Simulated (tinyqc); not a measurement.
Worked calculation: CCD on RHF in the sto-3g basis, frozen core, for H3O+, spin multiplicity 1. One step of it, computed by the program tinyqc.

Question. CCD: starting amplitudes. t_ij^ab = <ij||ab> / (e_i + e_j - e_a - e_b), whose energy is MP2.

orbital energies (hartree): MO1 -20.858868, MO2 -1.800986, MO3 -1.134938, MO4 -1.134918, MO5 -0.919158, MO6 0.122076, MO7 0.325877, MO8 0.326028

Two-electron integrals over orbitals (pq|rs), unique and non-zero (hartree); the lowest 1 orbital is frozen and left out:
```
p,q,r,s,(pq|rs)
2,2,2,2,0.725896
3,2,2,2,0.000051
3,2,3,2,0.143087
3,3,2,2,0.669313
3,3,3,2,0.034268
3,3,3,3,0.683089
4,2,4,2,0.143063
4,3,4,2,-0.034318
4,3,4,3,0.042711
4,4,2,2,0.669266
4,4,3,2,-0.034303
4,4,3,3,0.597694
4,4,4,4,0.683067
5,2,2,2,-0.017161
5,2,3,2,2.97e-06
5,2,3,3,0.001263
5,2,4,4,0.001260
5,2,5,2,0.146742
5,3,2,2,-2.26e-06
5,3,3,2,0.003545
5,3,3,3,-0.002178
5,3,4,4,0.002165
5,3,5,2,-0.000022
5,3,5,3,0.035088
5,4,4,2,0.003540
5,4,4,3,0.002171
5,4,5,4,0.035086
5,5,2,2,0.749721
5,5,3,2,-0.000011
5,5,3,3,0.668547
5,5,4,4,0.668523
5,5,5,2,0.047999
5,5,5,3,-0.000019
5,5,5,5,0.881018
6,2,2,2,0.138682
6,2,3,2,-0.000050
6,2,3,3,0.100959
6,2,4,4,0.100933
6,2,5,2,-0.015550
6,2,5,3,-0.000009
6,2,5,5,0.163782
6,2,6,2,0.078050
6,3,2,2,-0.000170
6,3,3,2,-0.010901
6,3,3,3,-0.024379
6,3,4,4,0.024118
6,3,5,2,-0.000016
6,3,5,3,0.003787
6,3,5,5,-0.000194
6,3,6,2,-0.000109
6,3,6,3,0.052042
6,4,4,2,-0.010979
6,4,4,3,0.024260
6,4,5,4,0.003795
6,4,6,4,0.052141
6,5,2,2,-0.040814
6,5,3,2,-0.000018
6,5,3,3,-0.021783
6,5,4,4,-0.021767
6,5,5,2,0.064485
6,5,5,3,-0.000031
6,5,5,5,-0.024741
6,5,6,2,-0.028266
6,5,6,3,0.000026
6,5,6,5,0.040569
6,6,2,2,0.527084
6,6,3,2,-0.000169
6,6,3,3,0.511513
6,6,4,4,0.511659
6,6,5,2,-0.033628
6,6,5,3,0.000015
6,6,5,5,0.517906
6,6,6,2,0.050342
6,6,6,3,0.000039
6,6,6,5,-0.024786
6,6,6,6,0.469109
7,2,4,2,0.047246
7,2,4,3,0.013084
7,2,5,4,0.010336
7,2,6,4,0.037536
7,2,7,2,0.052235
7,3,4,2,0.041793
7,3,4,3,-0.004825
7,3,5,4,-0.002565
7,3,6,4,-0.024288
7,3,7,2,-0.000079
7,3,7,3,0.034288
7,4,2,2,0.159168
7,4,3,2,0.041793
7,4,3,3,0.131265
7,4,4,4,0.121624
7,4,5,2,0.020134
7,4,5,3,-0.002569
7,4,5,5,0.187472
7,4,6,2,0.084566
7,4,6,3,-0.024331
7,4,6,5,-0.013730
7,4,6,6,0.045032
7,4,7,4,0.143464
7,5,4,2,0.021821
7,5,4,3,-0.006343
7,5,5,4,0.023137
7,5,6,4,-0.006791
7,5,7,2,0.006621
7,5,7,3,0.007952
7,5,7,5,0.023561
7,6,4,2,0.103671
7,6,4,3,-0.042311
7,6,5,4,-0.005369
7,6,6,4,-0.046837
7,6,7,2,0.003730
7,6,7,3,0.051081
7,6,7,5,0.017788
7,6,7,6,0.122263
7,7,2,2,0.587885
7,7,3,2,-0.031413
7,7,3,3,0.535396
7,7,4,4,0.608488
7,7,5,2,0.000729
7,7,5,3,0.005498
7,7,5,5,0.588032
7,7,6,2,0.072267
7,7,6,3,0.040605
7,7,6,5,-0.012838
7,7,6,6,0.490972
7,7,7,4,0.068896
7,7,7,7,0.587260
8,2,2,2,-0.000171
8,2,3,2,-0.047220
8,2,3,3,0.013008
8,2,4,4,-0.013219
8,2,5,2,4.63e-06
8,2,5,3,-0.010336
8,2,5,5,-0.000184
8,2,6,2,-0.000047
8,2,6,3,-0.037546
8,2,6,5,0.000030
8,2,6,6,-0.000057
8,2,7,4,-0.000012
8,2,7,7,-0.022726
8,2,8,2,0.052235
8,3,2,2,-0.159110
8,3,3,2,0.041850
8,3,3,3,-0.121599
8,3,4,4,-0.131263
8,3,5,2,-0.020132
8,3,5,3,-0.002554
8,3,5,5,-0.187448
8,3,6,2,-0.084570
8,3,6,3,-0.024151
8,3,6,5,0.013712
8,3,6,6,-0.045199
8,3,7,4,-0.077488
8,3,7,7,-0.103263
8,3,8,2,0.000195
8,3,8,3,0.143506
8,4,4,2,-0.041810
8,4,4,3,0.004810
8,4,5,4,0.002559
8,4,6,4,0.024242
8,4,7,2,0.000035
8,4,7,3,-0.031641
8,4,7,5,-0.007951
8,4,7,6,-0.051058
8,4,8,4,0.034258
8,5,2,2,0.000016
8,5,3,2,-0.021818
8,5,3,3,-0.006318
8,5,4,4,0.006347
8,5,5,2,-0.000067
8,5,5,3,-0.023137
8,5,5,5,3.86e-06
8,5,6,2,0.000026
8,5,6,3,0.006771
8,5,6,5,-0.000018
8,5,6,6,0.000050
8,5,7,4,-0.007946
8,5,7,7,0.007113
8,5,8,2,0.006617
8,5,8,3,-0.007966
8,5,8,5,0.023559
8,6,2,2,-0.000014
8,6,3,2,-0.103622
8,6,3,3,-0.042170
8,6,4,4,0.042258
8,6,5,2,0.000025
8,6,5,3,0.005353
8,6,5,5,0.000028
8,6,6,2,0.000016
8,6,6,3,0.046656
8,6,6,5,0.000032
8,6,6,6,0.000226
8,6,7,4,-0.051029
8,6,7,7,0.058924
8,6,8,2,0.003746
8,6,8,3,-0.051122
8,6,8,5,0.017767
8,6,8,6,0.122033
8,7,4,2,0.031321
8,7,4,3,-0.036524
8,7,5,4,-0.005502
8,7,6,4,-0.040697
8,7,7,2,-0.022638
8,7,7,3,0.017136
8,7,7,5,0.007096
8,7,7,6,0.058888
8,7,8,4,-0.017103
8,7,8,7,0.048002
8,8,2,2,0.587933
8,8,3,2,0.031608
8,8,3,3,0.608589
8,8,4,4,0.535327
8,8,5,2,0.000729
8,8,5,3,-0.005513
8,8,5,5,0.588055
8,8,6,2,0.072298
8,8,6,3,-0.040863
8,8,6,5,-0.012857
8,8,6,6,0.490769
8,8,7,4,0.103342
8,8,7,7,0.490984
8,8,8,2,0.022550
8,8,8,3,-0.068760
8,8,8,5,-0.007135
8,8,8,6,-0.059084
8,8,8,8,0.587494
```

Give: Starting amplitudes; correlation energy.

Answer.

Starting amplitudes (spin orbitals 1a, 1b, ...; amplitudes related by a flip of all spins are not repeated; the 24 largest):
```
from,to,t
3a 3b,8a 8b,-0.0491
4a 4b,7a 7b,-0.0491
3a 4b,7b 8a,-0.0265
2a 4b,6a 7b,-0.0250
2a 3b,6a 8b,0.0250
4a 4b,6a 6b,-0.0207
3a 3b,6a 6b,-0.0207
2a 2b,6a 6b,-0.0203
5a 5b,6a 6b,-0.0195
3a 4a,7a 8a,-0.0157
2a 4a,6a 7a,-0.0139
2a 3a,6a 8a,0.0139
2a 2b,7a 7b,-0.0123
2a 2b,8a 8b,-0.0123
3a 3b,7a 7b,-0.0117
4a 4b,8a 8b,-0.0117
2a 3b,6b 8a,-0.0111
2a 4b,6b 7a,0.0111
3a 4b,7a 8b,0.0108
2a 5b,6a 6b,0.0095
5a 5b,7a 7b,-0.0095
5a 5b,8a 8b,-0.0095
3a 4b,6a 7b,0.0090
3a 4b,6b 7a,-0.0089
```

correlation energy = -0.043088 hartree
